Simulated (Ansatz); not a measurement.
| atom | x (Å) | y (Å) | z (Å) |
| --- | --- | --- | --- |
| C | 0.0000 | 0.0000 | 0.5877 |
| C | 0.0000 | 1.2669 | -0.2602 |
| C | 0.0000 | -1.2669 | -0.2602 |
| H | -0.8769 | 0.0000 | 1.2447 |
| H | 0.8769 | 0.0000 | 1.2447 |
| H | 0.0000 | 2.1662 | 0.3621 |
| H | 0.0000 | -2.1662 | 0.3621 |
| H | 0.8836 | 1.3042 | -0.9044 |
| H | -0.8836 | 1.3042 | -0.9044 |
| H | -0.8836 | -1.3042 | -0.9044 |
| H | 0.8836 | -1.3042 | -0.9044 |

Basis set: cc-pVDZ (spherical functions). Frozen core: 3 orbitals. Charge 0, multiplicity 1.

Computed with Ansatz (development build ahead of 0.2.0); free ground-state atoms in the same class of orbitals, no zero-point energy, no relativity.

The atomization energy of singlet C3H8 from measured heats of formation, zero-point and thermal terms removed is 43.642 eV (G2/97 set, Curtiss et al., J. Chem. Phys. 106, 1063 (1997), as shipped with ASE); it holds spin-orbit and other relativistic effects.

(1) How far do RHF-CCSD(T), RHF-MP2 miss it in this basis?

Answers

(1)

```
     method  atomization energy (eV)  computed − measured (eV)
RHF-CCSD(T)                   40.964                    -2.678
    RHF-MP2                   41.078                    -2.564
```
